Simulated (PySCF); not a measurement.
**Computed and published core binding energies of `CS(C)=O`**

What was measured (core binding energies): O 1s of O4 536.67 eV [1]; S 1s of S2 2480.89 eV [2]. Sources and the comparison follow the method.

Species: C2H6OS.
Z-matrix (Å and degrees, PBE0-D3(BJ)/def2-TZVP geometry), rows numbered from 1:
```
C 
S   1  1.7991
C   2  1.7979  1   96.30
O   2  1.4811  1  106.75  3   109.69
H   1  1.0900  2  106.60  3  -174.77
H   1  1.0912  2  109.96  3    66.19
H   1  1.0913  2  109.23  3   -56.10
H   3  1.0917  2  108.83  1    60.61
H   3  1.0896  2  107.06  1   179.28
H   3  1.0914  2  109.97  1   -61.52
```

Method: delta-SCF UKS SCAN, pcX-3 on the ionised atom, pcseg-2 elsewhere, spin-free X2C in PySCF 2.14.0. Each binding energy is the total energy of the core-ionised species, with the hole localised on one atom, minus that of the ground state; both are solved self-consistently, so orbital relaxation is included.

```csv
atom,environment,level,this calculation (eV),reference (eV),difference (eV),source
O4,sulfinyl oxygen,O 1s,536.50,536.67,-0.17,[1]
S2,sulfinyl sulfur,S 1s,2480.05,2480.89,-0.84,[2]
```

[1] measured, gas; Xu, Prendergast, Qian, J. Chem. Theory Comput. 2022, 18, 5471
[2] measured, gas; Besley, J. Chem. Theory Comput. 2021, 17, 3644 (DFT calculations of core-electron binding energies at the K-edge of heavier elements)

How well does this level of theory reproduce the measurements here?

Over the 2 different measured values (2 distinct lines) the mean signed difference is -0.50 eV, the mean unsigned one 0.50 eV and the largest 0.84 eV. The calculation is vertical and has no vibrational structure, and measured positions depend on the energy calibration.

What does the calculation give for the levels without a reference value here?

C1/C3 C 1s 291.18 eV.

Atoms equivalent by their bonding share one computed value, that of the first of them. Not every level is listed. Geometry: PBE0-D3(BJ)/def2-TZVP; no solvent, vibrations or thermal averaging.
